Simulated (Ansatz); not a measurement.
**BClFH3 (built from SMILES BCl.F): a reaction path by the nudged elastic band**

What path joins these two structures, and how high does it climb? Both ends were relaxed at PBE0-D4 in triple zeta.

Computed with Ansatz 0.2.0, Gaussian basis. Level: PBE0-D4/def2-SVP.

23 further runs of the same task are left out: 1 that didn't finish, 22 set aside as unsound or not needed.

**1. Starting geometry**

The first end: 6 atoms, charge 0, spin multiplicity 1.

Atoms are counted from 1 here; the program's logs count them from 0.

Bond lengths: B1–Cl2 1.760 Å, B1–H3 1.188 Å, B1–H4 1.188 Å, H5–F6 0.925 Å. Angles: Cl2–B1–H3 117.5°, Cl2–B1–H4 117.5°, H3–B1–H4 124.5°.

Coordinates:

| atom | x (Å) | y (Å) | z (Å) |
| --- | --- | --- | --- |
| B1 | 0.15202 | 0.05665 | -0.79386 |
| Cl2 | 0.99711 | -1.40199 | -0.28728 |
| H3 | 0.77270 | 1.06894 | -0.81728 |
| H4 | -0.94632 | -0.06955 | -1.22773 |
| H5 | -0.29037 | -0.19618 | 1.76023 |
| F6 | -0.68515 | 0.54203 | 1.36602 |

The second end:

```mol
BClFH3
  3D, bonds by distance, orders not assigned

  6  4  0  0  0  0  0  0  0  0999 V2000
   -0.3523    0.7300   -0.5493 B   0  0
    1.0177   -1.7028    0.4608 Cl  0  0
    0.6892    1.2259   -0.8664 H   0  0
   -1.0415    0.0797   -1.2796 H   0  0
    0.5006   -1.3214    1.5689 H   0  0
   -0.8137    0.9886    0.6656 F   0  0
  1  3  8  0
  1  4  8  0
  1  6  8  0
  2  5  8  0
M  END
```

**2. The band at PBE0-D4/def2-SVP**

Contents of neb/in.yaml:

```yaml
crystal:
  periodic: [false, false, false]
  atoms:
    - {symbol: B, position_ang: [0.152024, 0.056649, -0.793857]}
    - {symbol: Cl, position_ang: [0.997112, -1.401989, -0.287283]}
    - {symbol: H, position_ang: [0.772703, 1.068939, -0.817281]}
    - {symbol: H, position_ang: [-0.946316, -0.069551, -1.227728]}
    - {symbol: H, position_ang: [-0.290370, -0.196180, 1.760228]}
    - {symbol: F, position_ang: [-0.685154, 0.542032, 1.366022]}
basis:
  gaussian: {orbitals: def2-SVP}
hamiltonian: {xc: pbe0, dispersion: d4}
neb:
  images: 5
  climbing: true
  max_iterations: 40
  initial_path: idpp
  final_atoms:
    - {symbol: B, position_ang: [-0.352311, 0.729983, -0.549300]}
    - {symbol: Cl, position_ang: [1.017738, -1.702829, 0.460794]}
    - {symbol: H, position_ang: [0.689162, 1.225877, -0.866363]}
    - {symbol: H, position_ang: [-1.041457, 0.079702, -1.279587]}
    - {symbol: H, position_ang: [0.500553, -1.321440, 1.568945]}
    - {symbol: F, position_ang: [-0.813684, 0.988608, 0.665610]}
```

Run with:

```console
ansatz run in.yaml --threads 2 --pin off --events-out ev --progress --plain --max-ram 4352MiB
```

**Question.** What will these runs give? Wanted: from earlier runs: barrier over the separately found saddle, CCSD(T)/def2-TZVPP.

As calculated:

```
                                                                       quantity                                                    value
                                                PBE0-D4/def2-SVP, 11 iterations  highest 5.5 kcal/mol (image 3), last end -11.4 kcal/mol
from earlier runs: barrier over the separately found saddle, CCSD(T)/def2-TZVPP                                            12.9 kcal/mol
```

What this shows: The highest image lies 5.5 kcal/mol above the first end, and it climbed, so it estimates the saddle. The ends are not quite minima at this level (largest force component 0.29 eV/Å), so the heights are unreliable: relaxing the first end would lower it and raise the barrier above it. The highest image is 7.4 kcal/mol below the CCSD(T) barrier in triple zeta, which comes from separate runs on the saddle.
